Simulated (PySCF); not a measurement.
# CH5FSi (SMILES [H][Si]([H])(C)F): levels of theory compared

We compute a comparison of 6 runs (HF/def2-SVP, SVWN5/6-31G*, PBE0/def2-SVP, r2SCAN/cc-pVDZ, M06-2X/aug-cc-pVDZ, MP2/aug-cc-pVDZ) of CH5FSi. The job is set up through a Python script.

The results are computed with PySCF 2.14.0.

1 further run of the same task is left out (set aside as unsound or not needed).

**1. The structure to begin with**

CH5FSi: 8 atoms, total charge 0, spin state singlet. As SMILES, `[H][Si]([H])(C)F`. Geometry: relaxed at GFN2-xTB.

Bond lengths: Si1–C4 1.890 Å, Si1–F8 1.613 Å, Si1–H2 1.456 Å, Si1–H3 1.456 Å, C4–H5 1.085 Å, C4–H6 1.087 Å, C4–H7 1.088 Å. Some angles: C4–Si1–F8 107.5°, Si1–C4–H5 111.5°, Si1–C4–H6 111.2°, Si1–C4–H7 111.2°, H2–Si1–C4 112.8°, H2–Si1–F8 104.4°, H3–Si1–C4 112.9°, H3–Si1–F8 104.4°, H5–C4–H6 107.7°, H5–C4–H7 107.6°.

**2. Energy and gradient at HF/def2-SVP (run 1)**

run.py reads:

```python
# SiH2MeF
from pyscf import gto, scf

mol = gto.M(
    atom='''
Si       0.469780      -0.679870       0.338040
H        0.408100      -0.786060       1.788700
H        1.813870      -0.807760      -0.205760
C       -0.451290       0.830660      -0.326560
H       -0.021280       1.755050       0.045670
H       -1.498220       0.812740      -0.033830
H       -0.416480       0.866460      -1.413090
F       -0.304480      -1.991210      -0.193180
''',
    charge=0,
    basis='def2-svp',
    spin=0,
    max_memory=1860,
    verbose=4,
)

mf = scf.RHF(mol)
mf.conv_tol = 1e-10
mf.kernel()
if not mf.converged:
    mf = mf.newton().run(mf.mo_coeff, mf.mo_occ)

energy = mf.e_tot
print('Final energy', energy)
grad = mf.nuc_grad_method().kernel()
mf.analyze()
```

On the command line:

```bash
$ OMP_NUM_THREADS=1 python run.py
```

Standard output:

```text
PySCF version 2.14.0

[... 82 lines left out ...]
MO #1   energy= -68.7929400414908  occ= 2
[... 13 lines left out ...]
MO #15  energy= -0.562272553603289 occ= 2
[... 13 lines left out ...]
MO #29  energy= 0.603228845605213  occ= 0
[... 13 lines left out ...]
MO #43  energy= 1.45592281267135   occ= 0
[... 13 lines left out ...]
MO #57  energy= 2.26215565017746   occ= 0
[... 13 lines left out ...]
MO #71  energy= 3.95826579143859   occ= 0
[... 82 lines left out ...]
Dipole moment(X, Y, Z, Debye):  0.58311,  1.99325,  0.38557
```

It took 5.7 s on 1 thread of Intel Xeon at 2.70GHz, shared host; peak memory 0.14 GiB.

**3. Energy and gradient at SVWN5/6-31G(d) (spherical functions) (run 2)**

job.py reads:

```python
# SiH2MeF
from pyscf import gto, dft

molecule = gto.M(
    atom='''
Si     0.469780    -0.679870     0.338040
H      0.408100    -0.786060     1.788700
H      1.813870    -0.807760    -0.205760
C     -0.451290     0.830660    -0.326560
H     -0.021280     1.755050     0.045670
H     -1.498220     0.812740    -0.033830
H     -0.416480     0.866460    -1.413090
F     -0.304480    -1.991210    -0.193180
''',
    basis='6-31g*',
    verbose=3,
    max_memory=1860,
)

myscf = dft.RKS(molecule)
myscf.xc = 'svwn'
myscf.conv_tol = 1e-10
myscf.grids.level = 5
myscf.kernel()
if not myscf.converged:
    myscf = myscf.newton().run(myscf.mo_coeff, myscf.mo_occ)

e_tot = myscf.e_tot
print('E = %.10f Eh' % e_tot)
grad = myscf.nuc_grad_method().kernel()
myscf.analyze()
```

On the command line:

```bash
$ OMP_NUM_THREADS=1 python job.py
```

Standard output:

```text
converged SCF energy = -428.272075242602
[... 15 lines left out ...]
MO #6   energy= -3.47493680287981  occ= 2
[... 9 lines left out ...]
MO #16  energy= -0.283904424781369 occ= 2
[... 9 lines left out ...]
MO #26  energy= 0.20774794043073   occ= 0
[... 9 lines left out ...]
MO #36  energy= 0.829487634642104  occ= 0
[... 9 lines left out ...]
MO #46  energy= 1.62403151891298   occ= 0
[... 9 lines left out ...]
MO #56  energy= 2.74194962801423   occ= 0
[... 9 lines left out ...]
Dipole moment(X, Y, Z, Debye):  0.29844,  1.80383,  0.18853
```

Wall time 16 s (1 thread of Intel Xeon at 2.70GHz, shared host); peak memory 0.32 GiB.

**4. Energy and gradient at PBE0/def2-SVP (run 3)**

job.py reads:

```python
from pyscf import gto, dft

system = gto.M(
    atom='''
Si   0.469780  -0.679870   0.338040
H    0.408100  -0.786060   1.788700
H    1.813870  -0.807760  -0.205760
C   -0.451290   0.830660  -0.326560
H   -0.021280   1.755050   0.045670
H   -1.498220   0.812740  -0.033830
H   -0.416480   0.866460  -1.413090
F   -0.304480  -1.991210  -0.193180
''',
    spin=0,
    max_memory=1860,
    basis='def2-svp',
    verbose=4,
)

mf = dft.RKS(system, xc='pbe0')
mf.conv_tol = 1e-10
mf.grids.level = 5
mf.kernel()
if not mf.converged:
    mf = mf.newton().run(mf.mo_coeff, mf.mo_occ)

etot = mf.e_tot
print(f'total energy: {etot:.8f} hartree')
grad = mf.nuc_grad_method().kernel()
dip = mf.dip_moment()
pop, q = mf.mulliken_pop()
```

On the command line:

```bash
$ OMP_NUM_THREADS=1 python job.py
```

Standard output:

```text
PySCF version 2.14.0

[... 73 lines left out ...]
converged SCF energy = -430.035489955779
total energy: -430.03548996 hartree
[... 12 lines left out ...]
Dipole moment(X, Y, Z, Debye):  0.39257,  1.82134,  0.25310
[... 80 lines left out ...]
charge of    7F =     -0.36098
```

Wall time 23 s (1 thread of Intel Xeon at 2.70GHz, shared host); peak memory 0.7 GiB.

Runs 4 to 5 aren't shown in full; the table further down has their settings and results.

**5. Energy and gradient at MP2/aug-cc-pVDZ (run 6)**

input.py reads:

```python
from pyscf import gto, scf, mp

mol = gto.Mole()
mol.atom = [
    ('Si', (0.469780, -0.679870, 0.338040)),
    ('H', (0.408100, -0.786060, 1.788700)),
    ('H', (1.813870, -0.807760, -0.205760)),
    ('C', (-0.451290, 0.830660, -0.326560)),
    ('H', (-0.021280, 1.755050, 0.045670)),
    ('H', (-1.498220, 0.812740, -0.033830)),
    ('H', (-0.416480, 0.866460, -1.413090)),
    ('F', (-0.304480, -1.991210, -0.193180)),
]
mol.verbose = 4
mol.basis = 'aug-cc-pvdz'
mol.spin = 0
mol.max_memory = 1860
mol.build()

mf = scf.RHF(mol)
mf.conv_tol = 1e-10
mf.kernel()
if not mf.converged:
    mf = mf.newton().run(mf.mo_coeff, mf.mo_occ)

pt = mp.MP2(mf, frozen=7).run()
e_final = pt.e_tot
print('Final energy', e_final)
grad = pt.nuc_grad_method().kernel()
mf.analyze()
```

On the command line:

```bash
$ OMP_NUM_THREADS=1 python input.py
```

Standard output:

```text
PySCF version 2.14.0

[... 94 lines left out ...]
MO #8   energy= -1.57343360081308  occ= 2
[... 21 lines left out ...]
MO #30  energy= 0.173267549222515  occ= 0
[... 21 lines left out ...]
MO #52  energy= 0.518633343769488  occ= 0
[... 21 lines left out ...]
MO #74  energy= 1.02714558983494   occ= 0
[... 21 lines left out ...]
MO #96  energy= 2.05025852288202   occ= 0
[... 21 lines left out ...]
MO #118 energy= 5.1286256415604    occ= 0
[... 129 lines left out ...]
Dipole moment(X, Y, Z, Debye):  0.51517,  1.95530,  0.33931
```

It took 56 s on 1 thread of Intel Xeon at 2.70GHz, shared host; peak memory 1.5 GiB.

**6. All runs side by side**

```csv
run,level,integration grid,frozen core orbitals,energy (Eh),dipole moment (D) of the reference,HOMO energy (eV),LUMO energy (eV),wall time
1,HF/def2-SVP,–,–,-429.013819,2.11,-12.62,4.26,5.7 s
2,SVWN5/6-31G* (spherical functions),5,–,-428.272075,1.84,-7.53,-0.25,16 s
3,PBE0/def2-SVP,5,–,-430.035490,1.88,-9.13,0.86,23 s
4,r2SCAN/cc-pVDZ,5,–,-430.405550,1.87,-7.96,0.33,41 s
5,M06-2X/aug-cc-pVDZ,5,–,-430.437335,1.90,-10.41,-0.05,66 s
6,MP2/aug-cc-pVDZ,–,7,-429.695004,2.05,-12.54,0.96,56 s
```

**7. Outcome**

| quantity | value |
| --- | --- |
| run 6: total energy | -429.69500 Eh |
| run 6: dipole moment (Hartree–Fock density) | 2.05 D |
| run 6: HOMO energy (Hartree–Fock orbitals) | -12.54 eV |
| run 6: LUMO energy (Hartree–Fock orbitals) | 0.96 eV |
| run 6: HOMO–LUMO gap (Hartree–Fock orbitals) | 13.50 eV |
| run 6: correlation energy (7 core orbitals frozen) | -465.1 mEh |
| run 6: largest force on an atom | 1.777 eV/Å |

**Reading.** Over runs 1, 2, 3, 4, 5 the dipole moment (its size) runs from 1.84 D (SVWN5/6-31G*) to 2.11 D (HF/def2-SVP). The two ends differ in method and basis. Over runs 1, 2, 3, 4, 5 the HOMO–LUMO gap runs from 7.28 eV (SVWN5/6-31G*) to 16.89 eV (HF/def2-SVP). Totals of different functionals can't be ranked against each other. All runs together took 3.5 min, the longest 66 s.
